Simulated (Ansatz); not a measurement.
## Ansatz (development build ahead of 0.2.0) run

```yaml
crystal:
  periodic: [false, false, false]
  atoms:
    - { symbol: Li, position_ang: [0.0, 0.0, 0.0] }
    - { symbol: S, position_ang: [0.0, 5.627, 0.0] }
    - { symbol: S, position_ang: [0.0, -5.627, 0.0] }
basis:
  gaussian: { orbitals: pcseg-2 }
magnetization:
  spin_polarized: true
  initial_magnetization: 1
hamiltonian:
  xc: r2scan
```

The input is written out in the form of the current development build from the run's settings.

Results

| Item | Value |
| --- | --- |
| Converged | yes |
| Total energy | -803.67851 hartree |
| Spin squared of the determinant | 2.069 |
| Stability test | minimum |

Caution: charge can spread falsely over distant fragments; the unrestricted determinant is a mixture of spin states.
